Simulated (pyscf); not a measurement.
Elementary routes open to `[F][SiH][F]` [doublet] + `[H][H]` in the gas phase (doublet surface):
A. `[F][SiH2][F]` + `[H]` [doublet] (H–H broken; H–Si formed)
B. `[FH]` + `[F][SiH2]` [doublet] (F–Si, H–H broken; F–H, H–Si formed)

PySCF, gas phase, ωB97X-D3(BJ)/def2-SVP geometries.

**Question.** Rank the routes by free-energy barrier at 298 K, lowest first, for ωB97M-D3(BJ)/def2-TZVP energies (ideal gas, 1 atm, RRHO with modes under 100 cm⁻¹ raised to 100, one conformer, R ln 2 for chiral ones without a mode under 150 cm⁻¹).

**Answer.** A (80.1 kJ/mol), B (255.5 kJ/mol)

Route A is the fastest of these, ahead of the next by 175.4 kJ/mol. The most stable products are those of A (ΔG = +34.1 kJ/mol), so kinetics and thermodynamics agree. At 1200 K A is still the fastest. B: On the product side the descent ends in a complex, 17.1 kJ/mol under the separated species and 117.7 kJ/mol under the saddle at ωB97X-D3(BJ)/def2-TZVP. Only these routes are compared; each barrier is that of the saddle found, and lower ones may exist.
